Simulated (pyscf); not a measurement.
`[OH][B]([F])[F]` + `[SiH4]` → `[OH2]` + `[F][B]([F])[SiH3]`, a four-centre exchange (singlet surface; B–O, H–Si broken, H–O, B–Si formed). Optimised with ωB97X-D3(BJ)/def2-SVP in PySCF. Energies in eV from the separated reactants.

Small-basis levels: PySCF, no dispersion term, spherical d functions. 

Q: Quick HF/3-21G single points give ΔE‡ = 3.59 eV and ΔE = +2.23 eV. What does ωB97M-D3(BJ)/def2-TZVP give, and how far is the quick result from it?

A: ωB97M-D3(BJ)/def2-TZVP gives ΔE‡ = 2.59 eV and ΔE = +1.67 eV. HF/3-21G lies 1.00 eV over it in the barrier and 0.56 eV over it in the reaction energy, so on this step it does not hold to within 0.13 eV. ωB97M-D3(BJ)/def2-TZVP has limits of its own. On the product side the descent ends in a complex, 0.24 eV under the separated species and 1.19 eV under the saddle at ωB97X-D3(BJ)/def2-TZVP. At ωB97X-D3(BJ)/def2-TZVP the barrier from the zero used here is 2.50 eV. The same reactants have a lower exit, to HO–SiH₃ + F–BH–F (barrier +1.05 eV at ωB97M-D3(BJ)/def2-TZVP, against +2.59 eV here). This is the saddle that the search found; another between the same sides may lie lower.
